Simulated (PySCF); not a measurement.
Species: C2H5ClO2S.
Bonds: C1–C2, C2–S3, S3–O4 (double), S3–O5 (double), S3–Cl6. Hydrogens: H7, H8, H9 on C1; H10, H11 on C2.

Computed with PySCF at B3LYP/def2-SVPD, non-relativistic, on one gas-phase PBE0-D3(BJ)/def2-SVP geometry that isn't relaxed in the solvent. The solvent is an IEF-PCM continuum (cavity from Bondi-type radii × 1.2). The model holds no explicit solvent molecules, cavitation or dispersion.

Gas phase at B3LYP/def2-SVPD: HOMO -8.93 eV, LUMO -2.33 eV, dipole 4.29 D.

What does the continuum do to the energy, the frontier levels and the dipole at B3LYP/def2-SVPD in chloroform?

```json
{"solvent": "chloroform", "ε": "4.711", "E(solvent) − E(gas) (kJ/mol)": "-22.52", "polarisation term (kJ/mol)": "-25.81", "distortion of the solute (kJ/mol)": "3.29", "HOMO (eV)": "-8.98", "LUMO (eV)": "-2.31", "dipole (D)": "5.20"}
```

The polarisation term is half the interaction of the solute with the surface charges that it induces; the rest is the cost of distorting the solute's density. The sum is the electrostatic part of solvation alone.

Which radius a makes the point-dipole formula ΔE = −[(ε − 1)/(2ε + 1)]·μ²/a³ give the value in chloroform, with the gas-phase dipole?

μ = 1.689 au and |ΔE| = 0.00858 Eh give a = 2.60 Å; the farthest nucleus lies 2.62 Å from the centroid of the nuclei. The formula assumes a rigid point dipole at the centre of a sphere.

How does the static polarisability (B3LYP/def2-SVPD, frozen core, with the continuum's full static response) change?

```
    medium  isotropic (au)  principal values (au)  ⟨r²⟩ of the electrons (bohr²)
       gas            68.7       60.6, 69.6, 76.1                          794.6
chloroform            85.6       75.9, 84.8, 95.9                          794.5
```

The isotropic value in chloroform is 1.24 times the gas-phase one; no cavity-field correction is applied. ⟨r²⟩ is taken about the centre of nuclear charge.

The values belong to the conformer `[CH3:1][CH2:2][S:3](=[O:4])(=[O:5])[Cl:6]`: C1–C2–S3–O4 -48°.
